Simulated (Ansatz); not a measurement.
Born–Oppenheimer molecular dynamics of ClH₆NSi (9 atoms, charge 0, multiplicity 1). It starts at the highest image of a converged band, a first-order saddle point between two minima.

These are results of Ansatz, RKS PBE0-D4/def2-SVP, not measurements.

```yaml
ensemble: NVE (velocity Verlet)
time_step: 0.5 fs
steps_asked: 200
starting_velocities_drawn_for: 100 K
seed: 8839
```

First frame:

```xyz
9
Properties=species:S:1:pos:R:3
Si 0.067 -0.072 0.091
N 0.113 -0.182 1.976
H -0.808 -0.211 2.418
H 0.657 0.566 2.410
H 1.393 0.276 -0.464
H -0.730 1.212 0.023
H -0.818 -1.099 -0.499
Cl 1.433 -2.323 0.841
H 0.648 -1.136 2.017
```

(1) How far do the bonds stretch over the last three quarters of this one trajectory? (Pairs bonded in most of those frames.)

## Answers

(1) 
```csv
bond,mean (Å),spread (Å),shortest,longest
Si1–N2,1.820,0.043,1.76,1.88
Si1–H5,1.482,0.007,1.47,1.50
Si1–H6,1.501,0.008,1.49,1.52
Si1–H7,1.481,0.014,1.46,1.51
N2–H3,1.020,0.003,1.01,1.02
N2–H4,1.020,0.005,1.01,1.03
Cl8–H9,1.508,0.188,1.33,1.84
```

Pairs bonded in part of these frames only: N2–H9 32 %, Cl8–H9 74 %.

Mean temperature of the second half: 255 K. The conserved energy stayed within 0.029 meV per atom of its start (net change 0.018 meV per atom), so the integration is sound. The kinetic energy rose, since the run started high on the potential surface and went downhill. It ends in pieces (ClH + H5NSi), so much of that is their flight and rotation, not heat. A run of 0.1 ps of so small a system gives no equilibrium averages. The orbitals stay closed-shell, which can raise the energy where a bond breaks towards radicals; this wasn't checked here.

The run took 10 min on 1 thread of Arm Neoverse V1, on a shared host, peak memory 0.15 GiB.
